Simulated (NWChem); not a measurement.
# SiH2SF (SMILES F[SiH2][S]) at ROSOGGA11/pc-0

What is the energy difference between two shapes of SiH2SF at ROSOGGA11/pc-0? 

The calculation is run with NWChem 7.3.0.

### 1 The system as given

The species is SiH2SF (5 atoms), meant as a doublet with charge 0. SMILES: `F[SiH2][S]`. Geometry: relaxed at PBE0-D4/def2-TZVP.

Bond lengths: F1–Si2 1.596 Å, Si2–S3 2.099 Å, Si2–H4 1.482 Å, Si2–H5 1.482 Å. Angles: F1–Si2–S3 114.0°, F1–Si2–H4 107.4°, F1–Si2–H5 107.4°, S3–Si2–H4 107.4°, S3–Si2–H5 107.4°, H4–Si2–H5 113.3°.

### 2 A single-point energy at ROSOGGA11/pc-0

The input, fh2ssi.nw:

```
start fh2ssi
memory 2200 mb

geometry units angstroms noautosym nocenter noautoz
   F    -0.324300   -0.023300    1.585400
   Si    0.086000   -0.081000    0.044500
   S    -1.148000    1.061300   -1.211000
   H    -0.023500   -1.493100   -0.391000
   H     1.459700    0.462600   -0.069300
end

basis spherical bse
   * library pc-0
end

dft
   xc sogga11
   mult 2
   rodft
   cgmin
   grid medium
   convergence energy 1e-08
   iterations 200
end

task dft
```

Run with:

```console
$ nwchem fh2ssi.nw > fh2ssi.out
```

Log:

```text
[...]
          Wavefunction type:  restricted open shell.
          No. of atoms     :     5
          No. of electrons :    41
[...]
          Charge           :     0
          Spin multiplicity:     2
[...]
          AO basis - number of functions:    39
[...]
              XC Information
              --------------
                      SOGGA11 Method XC Functional
                       SOGGA11 gradient correction  1.000
                     SOGGA11 Correlation Potential  1.000
[...]
         Total DFT energy =     -788.033092898390
      One electron energy =    -1374.535411614167
           Coulomb energy =      501.649350091586
    Exchange-Corr. energy =      -57.790743444503
 Nuclear repulsion energy =      142.643712068695
[...]
```

Wall time 4.5 s (1 thread of INTEL XEON PLATINUM 8581C at 2.10GHz (Emerald Rapids), shared host); peak memory 0.11 GiB.

### 3 The distorted shape, same level

The input, struct.xyz:

```xyz
5
FH2SSi
F     -0.446665    -0.170468     1.539320
Si     0.013576    -0.113056     0.057007
S     -1.192435     0.944683    -1.195602
H     -0.059635    -1.303367    -0.312392
H      1.661800     0.628910    -0.190882
```

The input, run.py:

```python
from ase.io import read
from ase.calculators.nwchem import NWChem

mol = read('struct.xyz')

calc = NWChem(
    label='struct',
    theory='dft',
    memory='2200 mb',
    basis='pc-0',
    basispar='spherical bse',
    dft={'xc': 'sogga11', 'mult': '2', 'rodft': None, 'cgmin': None, 'grid': 'medium', 'convergence': 'energy 1e-08', 'iterations': '200'},
    task='energy',
)
mol.calc = calc

print(f"energy = {mol.get_potential_energy():.6f} eV")
```

Run with:

```console
$ export ASE_NWCHEM_COMMAND="nwchem PREFIX.nwi > PREFIX.nwo"
$ python run.py
```

Log:

```text
energy = -21441.824832 eV
```

The calculator wrote struct.nwi:

```
title "struct"

permanent_dir struct

scratch_dir struct

start struct

geometry units angstrom nocenter noautosym noautoz
  F  -4.4666499999999998e-01 -1.7046800000000001e-01 1.5393200000000000e+00
  Si 1.3576000000000000e-02 -1.1305600000000000e-01 5.7007000000000002e-02
  S  -1.1924349999999999e+00 9.4468300000000005e-01 -1.1956020000000001e+00
  H  -5.9635000000000001e-02 -1.3033669999999999e+00 -3.1239200000000000e-01
  H  1.6617999999999999e+00 6.2890999999999997e-01 -1.9088200000000000e-01
end

memory 2200 mb

basis spherical bse noprint
   * library pc-0
end

dft
  xc sogga11
  mult 2
  rodft
  cgmin
  grid medium
  convergence energy 1e-08
  iterations 200
end

task dft energy
```

struct.nwo, shortened:

```text
[...]
      One electron energy =    -1381.285301452519
[... 1 line left out ...]
    Exchange-Corr. energy =      -57.821114799767
[... 6 lines left out ...]
                       DFT Final Molecular Orbital Analysis
[... 271 lines left out ...]
 Vector   37  Occ=0.000000D+00  E= 2.422372D+01
[...]
```

Run time: 4.8 s. Hardware: 1 thread of INTEL XEON PLATINUM 8581C at 2.10GHz (Emerald Rapids), shared host; peak memory 0.11 GiB.

### 4 Outcome

Level: ROSOGGA11/pc-0.

| quantity | value |
| --- | --- |
| first shape: total energy | -788.03309 Eh |
| distorted shape: total energy | -787.97254 Eh |
| energy change with the atoms displaced | 1.648 eV |

**Reading.** With the atoms displaced the energy rises by 1.65 eV (159 kJ/mol). The first shape isn't relaxed at this level, so the change isn't measured from a minimum.
